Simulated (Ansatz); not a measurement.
in.yaml

```yaml
crystal:
  periodic: [false, false, false]
  atoms:
    - {symbol: Al, position_ang: [0.000000, -0.205088, 2.032524]}
    - {symbol: Ga, position_ang: [0.000000, 0.111802, -0.338783]}
    - {symbol: O, position_ang: [0.000000, -0.204871, -2.144071]}
    - {symbol: H, position_ang: [0.000000, 1.008195, 3.059873]}
basis:
  gaussian: {orbitals: cc-pVDZ}
total_charge: 1
magnetization: {spin_polarized: true, initial_magnetization: 2}
correlation: {method: ccsdt_q, electrons: outside_noble_gas}
```

```sh
$ ansatz run in.yaml --threads 1 --pin off --events-out ev --progress --plain --max-ram 2393MiB
```

The program prints:

```
1201 factors; integrals over basis functions are off by at most 1.6e-7 eV
mean field evaluation 1: about -60935.7495 eV, gradient 6.0e1 eV
mean field evaluation 2: about -60935.7577 eV, gradient 6.0e1 eV
mean field evaluation 4: about -60945.2063 eV, gradient 3.7e1 eV
mean field evaluation 8: about -60959.2454 eV, gradient 1.9e0 eV
mean field evaluation 16: about -60960.8185 eV, gradient 5.3e-1 eV
mean field evaluation 32: about -60959.4672 eV, gradient 1.5e0 eV
mean field evaluation 64: about -60958.9330 eV, gradient 8.1e0 eV
mean field evaluation 96: about -60959.4423 eV, gradient 1.7e0 eV
mean field evaluation 128: about -60960.8379 eV, gradient 3.2e-1 eV
mean field evaluation 160: about -60959.4985 eV, gradient 3.5e-2 eV
...
mean field -60960.83830607 eV, -2240.2694870077 hartree, gradient 2.3e-6 eV, S^2 2.042368; 21 other end points of the search recorded, 0 dependent functions left out
determinant -60960.83830607 eV, -2240.2694870077 hartree, with singles and doubles -60967.73827468 eV, -2240.5230561771 hartree
determinant -60960.80881197 eV, -2240.2684031196 hartree, with singles and doubles -60967.70221950 eV, -2240.5217311739 hartree
determinant -60959.49748239 eV, -2240.2202126463 hartree, with singles and doubles -60966.55173169 eV, -2240.4794515266 hartree
determinant -60959.43255102 eV, -2240.2178264625 hartree, with singles and doubles -60966.47072880 eV, -2240.4764747252 hartree
determinant -60959.24401992 eV, -2240.2108980722 hartree, with singles and doubles -60966.33498356 eV, -2240.4714861796 hartree
determinant -60957.83307132 eV, -2240.1590466678 hartree, with singles and doubles -60965.03948091 eV, -2240.4238773354 hartree
determinant -60957.37297059 eV, -2240.1421382776 hartree, with singles and doubles -60963.50624046 eV, -2240.3675317881 hartree
determinant -60960.83830607 eV, -2240.2694870077 hartree, with singles and doubles -60967.74186522 eV, -2240.5231881271 hartree
determinant -60960.80881197 eV, -2240.2684031196 hartree, with singles and doubles -60967.70506341 eV, -2240.5218356855 hartree
20 core orbitals not correlated, not the lowest: weight in the atoms' cores, before any rotation towards them, 0.634 or more for the frozen orbitals, at most 0.364 for the correlated occupied ones
reference -60960.83830607 eV, -2240.2694870077 hartree; 7, 5 occupied and 37, 39 virtual orbitals, 1201 factors
second order -6.00512714 eV of doubles, -0.00000000 eV of singles
...
cycle  31  -7.13313928 eV  change   -4.6e-7 eV  update   8.2e-6
cycle  32  -7.13313899 eV  change    2.9e-7 eV  update   6.7e-6
cycle  33  -7.13313987 eV  change   -8.8e-7 eV  update   4.8e-6
cycle  34  -7.13314035 eV  change   -4.8e-7 eV  update   4.5e-6
cycle  35  -7.13313923 eV  change    1.1e-6 eV  update   3.2e-6
cycle  36  -7.13313951 eV  change   -2.8e-7 eV  update   2.7e-6
cycle  37  -7.13313979 eV  change   -2.8e-7 eV  update   2.6e-6
cycle  38  -7.13313961 eV  change    1.8e-7 eV  update   2.5e-6
cycle  39  -7.13313922 eV  change    3.9e-7 eV  update   1.9e-6
cycle  40  -7.13313931 eV  change   -9.6e-8 eV  update   1.5e-6
perturbative correction -0.02145873 eV, -0.0007885936 hartree
Total energy: -60967.99290411 eV, -2240.5324136360 hartree
```

Ran on 1 thread of Arm Neoverse V2, shared host: 1.8 min wall, 0.56 GiB peak host memory.
